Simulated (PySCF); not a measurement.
Molecule: `InChI=1S/C3H6FN/c4-1-3-2-5-3/h3,5H,1-2H2/t3-/m0/s1`.

Bonds (- single, = double, # triple, : aromatic): F1-C2, C2-C3, C3-C4, C4-N5, N5-C3. C2 carries H6, H7; C3 carries H8; C4 carries H9, H10; N5 carries H11. Stereochemistry as in FC[C@H]1CN1. H9 is cis to C2 on the ring; H6 is pro-R; H7 is pro-S; H10 is trans to C2 on the ring.

Frames of a GFN2-xTB Langevin trajectory at 600 K; GIAO PBE0/pcSseg-1 shieldings in PySCF 2.14, gas phase, non-relativistic; equivalent atoms averaged within each frame.

References, each an isolated molecule treated in the same way: CFCl3 for $^{19}$F (σref 170.95); $^{13}$C (σref 186.93), $^{1}$H (σref 31.72) against TMS; NH3 for $^{15}$N (σref 267.73). The references are static minima.

How do the shifts (ppm) fluctuate along the trajectory?

Answers


```csv
time (fs),F1,C2,C3,C4,N5,H7,H6,H8,H10,H11
250,-243.4,97.9,41.1,21.0,22.1,4.80,4.47,3.32,2.18,1.36
425,-246.8,84.8,30.3,18.3,49.0,5.40,3.97,2.68,3.44,1.47
625,-248.0,95.3,28.4,30.8,47.7,5.84,5.15,2.41,4.33,2.23
800,-250.9,92.8,24.1,28.2,21.0,5.96,3.74,2.40,3.18,0.05
1000,-241.7,89.3,26.2,33.8,29.2,4.30,4.71,2.20,3.77,1.50
mean of frames,-246.2,92.0,30.0,26.4,33.8,5.26,4.41,2.60,3.38,1.32
standard deviation,3.7,5.1,6.6,6.6,13.7,0.70,0.57,0.43,0.80,0.79
```

5 frames give an uncertainty of the mean of about the standard deviation over 2.2 at best, since frames this close in time may not be independent; classical motion lacks zero-point vibration, and the reference would need the same averaging.
